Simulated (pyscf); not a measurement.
## Routes from hydrogen chloride (HCl) + •H₂C–Cl

Candidate steps break at most two bonds and form at most two. Each was searched with GFN2-xTB (tblite) first. PySCF, gas phase, ωB97X-D3(BJ)/def2-SVP geometries. Correlated levels are frozen-core, on RHF or UHF. ΔMP2 is the change of the MP2 total energy from the triple- to the quadruple-zeta basis. Energies: CCSD(T)/def2-TZVPP + ΔMP2(QZVPP), kJ/mol, from the separated reactants, doublet surface; ΔG‡ with ideal gas, 1 atm, RRHO with modes under 100 cm⁻¹ raised to 100, one conformer, R ln 2 for chiral ones without a mode under 150 cm⁻¹.

```tsv
products	type	ΔE‡	ΔE	ΔG‡ 298 K	ΔG‡ 900 K	ν‡ (cm⁻¹)
H₃C–Cl + Cl•	hydrogen abstraction	21.0	-1.7	57.0	137.4	1191i
Cl–CH₂–Cl + H•	atom transfer	144.0	+105.3	178.3	258.5	1178i
```

Plain bond fissions and candidates not yet searched are not listed, and one of them may be faster. Each barrier is that of the saddle found; lower ones may exist. The CCSD(T) − MP2 part came from Ansatz, without density fitting, on the same reference. Left out: orbital degeneracy and the spin-orbit lowering of Cl.
